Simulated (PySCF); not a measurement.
PySCF input (M06-L/def2-TZVPD):

```python
from pyscf import gto, scf, dft

mol = gto.M(
    atom='''
    Si   -0.00000000   -0.00000000    0.00000000
    H     0.87559489    0.85467525    0.83309847
    H    -0.82219976   -0.86546541    0.87529791
    H    -0.88619780    0.85452031   -0.82197187
    H     0.83280267   -0.84373015   -0.88642451
    ''',
    basis='def2-tzvpd',
    charge=0,
    spin=0,
    verbose=4,
)

mf = dft.RKS(mol, xc='m06l').density_fit(auxbasis='def2-universal-jkfit')
mf.grids.level = 4
mf.conv_tol = 1e-9
mf.max_cycle = 100
mf.max_memory = 1500
mf.kernel()
if not mf.converged:
    mf = mf.newton()
    mf.kernel(mf.make_rdm1())
mf.analyze()
```

Output:

```
PySCF version 2.14.0

[INPUT] verbose = 4
[INPUT] num. atoms = 5
[INPUT] num. electrons = 18
[INPUT] charge = 0
[INPUT] spin (= nelec alpha-beta = 2S) = 0
[INPUT] symmetry False subgroup None
[INPUT] Mole.unit = angstrom
[INPUT] Symbol           X                Y                Z      unit          X                Y                Z       unit  Magmom
[INPUT]  1 Si     0.000000000000   0.000000000000   0.000000000000 AA    0.000000000000   0.000000000000   0.000000000000 Bohr   0.0
[INPUT]  2 H      0.875594890000   0.854675250000   0.833098470000 AA    1.654634538169   1.615102147944   1.574327943094 Bohr   0.0
[INPUT]  3 H     -0.822199760000  -0.865465410000   0.875297910000 AA   -1.553732366083  -1.635492595184   1.654073327304 Bohr   0.0
[INPUT]  4 H     -0.886197800000   0.854520310000  -0.821971870000 AA   -1.674671134192   1.614809353778  -1.553301716397 Bohr   0.0
[INPUT]  5 H      0.832802670000  -0.843730150000  -0.886424510000 AA    1.573768962107  -1.594418906538  -1.675099554002 Bohr   0.0

nuclear repulsion = 21.3328090196378
number of shells = 35
number of NR pGTOs = 113
number of NR cGTOs = 79
basis = def2-tzvpd
ecp = {}

******** <class 'pyscf.df.df_jk.DFRKS'> ********
method = DFRKS
initial guess = minao
damping factor = 0
level_shift factor = 0
DIIS = <class 'pyscf.scf.diis.CDIIS'>
diis_start_cycle = 1
diis_space = 8
diis_damp = 0
SCF conv_tol = 1e-09
SCF conv_tol_grad = None
SCF max_cycles = 100
direct_scf = False
XC library pyscf.dft.libxc version 7.1.2
    S. Lehtola, C. Steigemann, M. J. T. Oliveira, and M. A. L. Marques,  SoftwareX 7, 1–5 (2018)
XC functionals = m06l
    Y. Zhao and D. G. Truhlar,  J. Chem. Phys. 125, 194101 (2006)
    Y. Zhao and D. G. Truhlar,  J. Chem. Phys. 125, 194101 (2006)
    Y. Zhao and D. G. Truhlar,  Theor. Chem. Acc. 120, 215 (2008)
radial grids:
    Treutler-Ahlrichs [JCP 102, 346 (1995); DOI:10.1063/1.469408] (M4) radial grids

becke partition: Becke, JCP 88, 2547 (1988); DOI:10.1063/1.454033
pruning grids: <function nwchem_prune>
grids dens level: 4
symmetrized grids: False
atomic radii adjust function: <function treutler_atomic_radii_adjust>
small_rho_cutoff = 0
Set gradient conv threshold to 3.16228e-05
Initial guess from minao.
tot grids = 91752
init E= -291.605902784951
  HOMO = -0.370811061061437  LUMO = -0.0088320082988627  gap/eV = 9.84995
cycle= 1 E= -291.890098904496  delta_E= -0.284  |g|= 0.13  |ddm|= 1.64
  HOMO = -0.314860469850026  LUMO = 0.0193932673191828  gap/eV = 9.09551
cycle= 2 E= -291.892815475931  delta_E= -0.00272  |g|= 0.0301  |ddm|= 0.165
  HOMO = -0.324037310693198  LUMO = 0.018243630534862  gap/eV = 9.31394
cycle= 3 E= -291.892937045614  delta_E= -0.000122  |g|= 0.00529  |ddm|= 0.103
  HOMO = -0.324374187746057  LUMO = 0.0178186436094972  gap/eV = 9.31154
cycle= 4 E= -291.892938946649  delta_E= -1.9e-06  |g|= 0.00138  |ddm|= 0.012
  HOMO = -0.323994661072639  LUMO = 0.017837112533796  gap/eV = 9.30172
cycle= 5 E= -291.892939359673  delta_E= -4.13e-07  |g|= 0.000467  |ddm|= 0.00176
  HOMO = -0.324039531332698  LUMO = 0.0178304442402415  gap/eV = 9.30276
cycle= 6 E= -291.89293941781  delta_E= -5.81e-08  |g|= 2.56e-05  |ddm|= 0.000837
  HOMO = -0.324040548931565  LUMO = 0.017831792474002  gap/eV = 9.30282
cycle= 7 E= -291.892939418025  delta_E= -2.15e-10  |g|= 2.46e-06  |ddm|= 0.00031
  HOMO = -0.324040552091621  LUMO = 0.0178308223049692  gap/eV = 9.30279
Extra cycle  E= -291.892939418027  delta_E= -1.82e-12  |g|= 7.29e-07  |ddm|= 2.81e-05
converged SCF energy = -291.892939418027
**** SCF Summaries ****
Total Energy =                        -291.892939418026913
Nuclear Repulsion Energy =              21.332809019637835
One-electron Energy =                 -445.915435375871311
Two-electron Energy =                  132.689686938206535
Two-electron Coulomb Energy =          155.102024394776038
DFT Exchange-Correlation Energy =      -22.412337456569517
HOMO-LUMO gap [eV] =                     9.302793937893565
**** MO energy ****
MO #1   energy= -65.8151205765523  occ= 2
MO #2   energy= -5.23569989325652  occ= 2
MO #3   energy= -3.54429066755231  occ= 2
MO #4   energy= -3.54429066561839  occ= 2
MO #5   energy= -3.54429058794111  occ= 2
MO #6   energy= -0.511227395923196 occ= 2
MO #7   energy= -0.324041270099932 occ= 2
MO #8   energy= -0.324040629990847 occ= 2
MO #9   energy= -0.324040552091621 occ= 2
MO #10  energy= 0.0178308223049692 occ= 0
MO #11  energy= 0.0281443166889937 occ= 0
MO #12  energy= 0.0281447357624341 occ= 0
MO #13  energy= 0.0281447665211625 occ= 0
MO #14  energy= 0.0811882974854786 occ= 0
MO #15  energy= 0.0811886426341595 occ= 0
MO #16  energy= 0.103503368799913  occ= 0
MO #17  energy= 0.103503444299438  occ= 0
MO #18  energy= 0.103503491431089  occ= 0
MO #19  energy= 0.130185722172845  occ= 0
MO #20  energy= 0.163902788930665  occ= 0
MO #21  energy= 0.163902856732071  occ= 0
MO #22  energy= 0.163903055380591  occ= 0
MO #23  energy= 0.210141286160641  occ= 0
MO #24  energy= 0.210142157456315  occ= 0
MO #25  energy= 0.257163723988408  occ= 0
MO #26  energy= 0.257163749334779  occ= 0
MO #27  energy= 0.25716391876424   occ= 0
MO #28  energy= 0.278528185870577  occ= 0
MO #29  energy= 0.341279455204862  occ= 0
MO #30  energy= 0.341279493821694  occ= 0
MO #31  energy= 0.341279863733711  occ= 0
MO #32  energy= 0.365605627485373  occ= 0
MO #33  energy= 0.365606221196344  occ= 0
MO #34  energy= 0.365606234128958  occ= 0
MO #35  energy= 0.40013136813581   occ= 0
MO #36  energy= 0.434745817064602  occ= 0
MO #37  energy= 0.43474608285438   occ= 0
MO #38  energy= 0.434746706816329  occ= 0
MO #39  energy= 0.498085764332924  occ= 0
MO #40  energy= 0.49808592888084   occ= 0
MO #41  energy= 0.66008639690927   occ= 0
MO #42  energy= 0.660086556732512  occ= 0
MO #43  energy= 0.660089840809432  occ= 0
MO #44  energy= 0.718482543821224  occ= 0
MO #45  energy= 1.00785133881524   occ= 0
MO #46  energy= 1.00785265028552   occ= 0
MO #47  energy= 1.00786356776188   occ= 0
MO #48  energy= 1.08054553532678   occ= 0
MO #49  energy= 1.08054595553666   occ= 0
MO #50  energy= 1.08054670476572   occ= 0
MO #51  energy= 1.16547020739274   occ= 0
MO #52  energy= 1.16547110629149   occ= 0
MO #53  energy= 1.20687811558403   occ= 0
MO #54  energy= 1.20688037310755   occ= 0
MO #55  energy= 1.20688114129334   occ= 0
MO #56  energy= 1.32630934749226   occ= 0
MO #57  energy= 1.54065231696354   occ= 0
MO #58  energy= 1.54065287844484   occ= 0
MO #59  energy= 1.54065305377982   occ= 0
MO #60  energy= 1.91865601145354   occ= 0
MO #61  energy= 1.91865793939171   occ= 0
MO #62  energy= 1.96883074242424   occ= 0
MO #63  energy= 1.96883099419716   occ= 0
MO #64  energy= 1.96883640376211   occ= 0
MO #65  energy= 2.13321257426262   occ= 0
MO #66  energy= 2.13323334567309   occ= 0
MO #67  energy= 2.13323514457377   occ= 0
MO #68  energy= 2.44382816936195   occ= 0
MO #69  energy= 2.58880866600444   occ= 0
MO #70  energy= 2.58882138776412   occ= 0
MO #71  energy= 2.58883045571637   occ= 0
MO #72  energy= 2.90966062674033   occ= 0
MO #73  energy= 3.07742428663683   occ= 0
MO #74  energy= 3.07742651496516   occ= 0
MO #75  energy= 3.07742752832581   occ= 0
MO #76  energy= 6.33409063707401   occ= 0
MO #77  energy= 6.334091146519     occ= 0
MO #78  energy= 6.33409309725075   occ= 0
MO #79  energy= 10.8417640874051   occ= 0
 ** Mulliken pop on meta-lowdin orthogonal AOs  **
 ** Mulliken pop  **
pop of  0 Si 1s           1.99999
pop of  0 Si 2s           1.99987
pop of  0 Si 3s           1.08822
pop of  0 Si 4s           0.00605
pop of  0 Si 5s           0.00023
pop of  0 Si 6s           0.00002
pop of  0 Si 2px          1.99991
pop of  0 Si 2py          1.99991
pop of  0 Si 2pz          1.99991
pop of  0 Si 3px          0.81340
pop of  0 Si 3py          0.81340
pop of  0 Si 3pz          0.81340
pop of  0 Si 4px          0.01086
pop of  0 Si 4py          0.01086
pop of  0 Si 4pz          0.01086
pop of  0 Si 5px          0.00011
pop of  0 Si 5py          0.00011
pop of  0 Si 5pz          0.00011
pop of  0 Si 6px          0.00002
pop of  0 Si 6py          0.00002
pop of  0 Si 6pz          0.00002
pop of  0 Si 3dxy         0.00677
pop of  0 Si 3dyz         0.00677
pop of  0 Si 3dz^2        0.00002
pop of  0 Si 3dxz         0.00675
pop of  0 Si 3dx2-y2      0.00001
pop of  0 Si 4dxy         0.00182
pop of  0 Si 4dyz         0.00182
pop of  0 Si 4dz^2        0.00001
pop of  0 Si 4dxz         0.00182
pop of  0 Si 4dx2-y2      0.00000
pop of  0 Si 5dxy         0.00026
pop of  0 Si 5dyz         0.00026
pop of  0 Si 5dz^2        0.00000
pop of  0 Si 5dxz         0.00025
pop of  0 Si 5dx2-y2      0.00000
pop of  0 Si 4f-3         0.00003
pop of  0 Si 4f-2         0.00208
pop of  0 Si 4f-1         0.00002
pop of  0 Si 4f+0         0.00004
pop of  0 Si 4f+1         0.00002
pop of  0 Si 4f+2         0.00000
pop of  0 Si 4f+3         0.00003
pop of  1 H 1s            1.08967
pop of  1 H 2s            0.00383
pop of  1 H 3s            0.00059
pop of  1 H 2px           0.00170
pop of  1 H 2py           0.00164
pop of  1 H 2pz           0.00157
pop of  1 H 3px           0.00065
pop of  1 H 3py           0.00066
pop of  1 H 3pz           0.00068
pop of  2 H 1s            1.08967
pop of  2 H 2s            0.00383
pop of  2 H 3s            0.00059
pop of  2 H 2px           0.00153
pop of  2 H 2py           0.00167
pop of  2 H 2pz           0.00170
pop of  2 H 3px           0.00068
pop of  2 H 3py           0.00066
pop of  2 H 3pz           0.00065
pop of  3 H 1s            1.08967
pop of  3 H 2s            0.00383
pop of  3 H 3s            0.00059
pop of  3 H 2px           0.00174
pop of  3 H 2py           0.00164
pop of  3 H 2pz           0.00153
pop of  3 H 3px           0.00064
pop of  3 H 3py           0.00066
pop of  3 H 3pz           0.00068
pop of  4 H 1s            1.08967
pop of  4 H 2s            0.00383
pop of  4 H 3s            0.00059
pop of  4 H 2px           0.00157
pop of  4 H 2py           0.00160
pop of  4 H 2pz           0.00174
pop of  4 H 3px           0.00068
pop of  4 H 3py           0.00067
pop of  4 H 3pz           0.00064
 ** Mulliken atomic charges  **
charge of    0Si =      0.40394
charge of    1H =     -0.10098
charge of    2H =     -0.10099
charge of    3H =     -0.10099
charge of    4H =     -0.10099
Dipole moment(X, Y, Z, Debye): -0.00000, -0.00000,  0.00000
```
